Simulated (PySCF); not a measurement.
**Functional dependence of a UV spectrum**

C4H6F2.
Numbering: `[F:1][CH2:2][C:3]1([F:4])[CH2:5][CH2:6]1` (hydrogens: H7, H8 on C2; H9, H10 on C5; H11, H12 on C6)

Linear-response calculations in the def2-SVPD basis (PySCF; singlets by full response, triplets Tamm–Dancoff, core orbitals frozen in the response; HF means time-dependent Hartree–Fock). 'Strongest' is the level of largest summed f among the singlets computed (10 roots, of which the last may lack a degenerate partner); it can jump between rows when another state enters that window. S1 is the lowest singlet of each run and needn't be the same state throughout; f(S1) is that of one state. One conformer (not necessarily the lowest) at the PBE0-D3(BJ)/def2-SVP geometry, without solvent, vibrations or thermal averaging.

```csv
functional,kind,S1 (eV),f(S1),strongest (eV),T1 (eV),HOMO (eV),gap (eV),"ionisation energy, ΔSCF (eV)"
LDA,LDA,6.98,0.013,8.40,6.80,-6.93,6.89,10.23
PBE,GGA,6.95,0.019,8.26,6.78,-6.79,6.90,10.07
B3LYP,"global hybrid, 20% exact exchange",7.63,0.024,8.83,7.43,-8.03,8.59,10.47
PBE0,"global hybrid, 25% exact exchange",7.86,0.020,9.11,7.55,-8.23,9.10,10.46
BHandHLYP,"global hybrid, 50% exact exchange",8.51,0.027,9.58,8.15,-9.60,10.91,10.67
CAM-B3LYP,range-separated hybrid,8.14,0.019,9.31,7.80,-9.68,11.14,10.64
wB97X-D,range-separated hybrid,8.29,0.006,9.56,7.91,-10.13,12.62,10.53
LC-wPBE,range-separated hybrid,8.57,0.003,10.05,8.05,-11.00,13.52,10.73
HF,Hartree–Fock,9.63,0.009,10.47,8.99,-11.63,14.37,not settled
```

S1 runs from 6.95 eV (PBE) to 9.63 eV (HF), a spread of 2.69 eV, while the orbital gap spreads over 7.5 eV. Along PBE (0%), B3LYP (20%), PBE0 (25%), BHandHLYP (50%), HF (100%) S1 rises with the share of exact exchange. −ε(HOMO) comes closest to its own ΔSCF ionisation energy with LC-wPBE (+0.27 eV) and misses most with LDA (-3.29 eV). 'Not settled' means that the ion's SCF failed to converge or may have ended in another state than the lowest.

Without π bonds the low states are Rydberg-like; a valence basis with one diffuse set may place them up to an eV too high.
